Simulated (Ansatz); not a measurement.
Cubic perovskite SrTiO3 (cubic form, which distorts at low temperature) was calculated with rVV10 in Ansatz (PAW).

Settings: plane-wave cutoff 500 eV, 8×8×8 k mesh, gaussian smearing 0.02 eV, no spin polarisation, scalar-relativistic PAW data made under PBE.

Computed at the level's own relaxed cell.

Task: Predict the volume per atom, lattice constant a and band gap.

Result: 
* **volume per atom**: 12.27 Å³/atom
* **lattice constant a**: 3.944 Å
* **band gap**: 1.82 eV (on the SCF k mesh)

Measured, for comparison: band gap 3.59 eV (zero-point renormalisation of 336 meV (experimental, the table's column) added back here, indirect; inputs from Miglio et al. (2020), arXiv:2011.12765); equilibrium volume per atom 11.77 Å³/atom, lattice constant a 3.89 Å (0 K, cubic phase extrapolated to 0 K; as tabulated in Bilc et al. (2008), arXiv:0805.0753). Computed (rounded) less measured: equilibrium volume per atom +4.2 %, lattice constant a +1.4 %.

Note: the relaxation could not lower the start's symmetry, so the cell can be a saddle point above a distorted one.

Spin–orbit coupling is not included.

Ansatz is a first-principles code.
